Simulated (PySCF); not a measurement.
## Dipole moment and polarisability of methane

Species: methane, CH4.
Atom-mapped SMILES: `[CH4:1]` (hydrogens: H2, H3, H4, H5 on C1)

Structure used (GFN2-xTB), in Å, numbered top down from 1:
```
atom  x, y, z in Å
C1     0.002    0.001   -0.003
H2     0.905   -0.595   -0.017
H3     0.201    0.968   -0.445
H4    -0.329    0.131    1.019
H5    -0.770   -0.503   -0.571
```

Level: B3LYP/def2-SVPD (PySCF), static field, nuclei fixed, core orbitals frozen in the response. The polarisability tensor in these axes (au):

```
x   16.44  0.00  0.00
y    0.00 16.44  0.00
z    0.00  0.00 16.43
```

Task: What are the eigenvalues, a third of the trace, and Δα (Δα² = ½Σ(αi − αj)² over the three pairs)?

Result: Principal values 16.43, 16.44 and 16.44 au; mean 16.44 au = 2.44 Å³ = 2.71 × 10⁻⁴⁰ C²·m²/J; Δα = 0.00 au (0 % of the mean). Point group Td makes the tensor isotropic, so any spread comes from the grid or from a geometry that is symmetric only within 0.08 Å.

Task: What is the dipole moment?

Result: 0.00 D; point group Td allows none.

Task: Sum over states: ᾱ = Σ f/ω², ω in Eh. What share falls to these 8 lowest TDDFT singlets (eV, f)? 10.36, 0.1273; 10.36, 0.1273; 10.36, 0.1273; 12.71, 0.0000; 12.71, 0.0000; 12.71, 0.0000; 12.80, 0.1209; 12.80, 0.1207.

Result: They add up to 3.73 au, 22.7 % of the 16.44 au; the largest single term is 0.88 au, from the state at 10.36 eV. Terms in order: 0.88, 0.88, 0.88, 0.00, 0.00, 0.00, 0.55, 0.55 au. Higher excitations give the rest. The strengths listed sum to 0.624.

Task: What would n − 1 = 2πNα be for an ideal gas of these molecules at 500 K and 1 atm, electronic part alone?

Result: N = p/kT = 1.4678 × 10¹⁹ cm⁻³, so n − 1 = 2π × N × 2.44 × 10⁻²⁴ cm³ = 225 × 10⁻⁶ at long wavelengths, for an ideal gas.

Task: What molar refraction does this α imply?

Result: Lorentz–Lorenz: R = (4π/3)N_A α = 2.5225 cm³/(mol·Å³) × 2.44 Å³ = 6.1 cm³/mol, in the limit of long wavelengths.

Task: Find the Langevin capture rate constant for H3O+ (19.018 u) meeting this molecule (16.031 u), k = 2.342 × 10⁻⁹ cm³/s × √(α in Å³ / reduced mass in u).

Result: The reduced mass is 8.70 u, so k = 1.24 × 10⁻⁹ cm³/s.

Isolated species at its GFN2-xTB geometry, gas phase.

The run behind these numbers computed excited states as well. Hardware: one thread, x86-64 server (shared host). Cost: 0.9 s of wall time.
